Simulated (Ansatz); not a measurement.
Ideal-gas functions of `C[S-]` at 500 K and 1 bar, from an Ansatz frequency run at PBE0-D4/def2-TZVPD.

Molar mass 47.1 g/mol, point group C3v (symmetry number 3), electronic degeneracy 1, moments of inertia 3.139, 39.026, 39.026 u Å². Harmonic wavenumbers (cm⁻¹, unscaled): 724, 930, 930, 1304, 1465, 1465, 2965, 3010, 3010.

Use S(trans) = R[1.5 ln M + 2.5 ln T − 1.1517]; rotational temperatures θ = 24.2544 K / I; S(rot) = R[ln(√π/σ · √(T³/θAθBθC)) + 1.5]; for each mode x = 1.438777 ν̃/T, S = R[x/(eˣ − 1) − ln(1 − e⁻ˣ)] and H = RT x/(eˣ − 1); 1 cm⁻¹ = 0.0119627 kJ/mol; R = 8.31446 J/(mol·K).

Q: By hand: the entropy, in J/(mol·K).

A: Translation 167.6. Rotation: θ = 7.7268, 0.6215, 0.6215 K, giving 81.1. Vibration, mode by mode: 3.57, 2.24, 2.24, 0.95, 0.65, 0.65, 0.02, 0.01, 0.01, in all 10.3. Electronic 0.0. Sum 259.0 J/(mol·K).

Q: By hand: H − E and G − E in kJ/mol, counted from the electronic energy.

A: Zero-point energy ½ × 15803 × 0.0119627 = 94.5; thermal vibration 3.8; translation, rotation and pV give 4 RT = 16.6. H − E = 114.9 kJ/mol, and G − E = 114.9 − 500 × 259.0/1000 = -14.6 kJ/mol.

Vibration gives 4 % of the entropy.
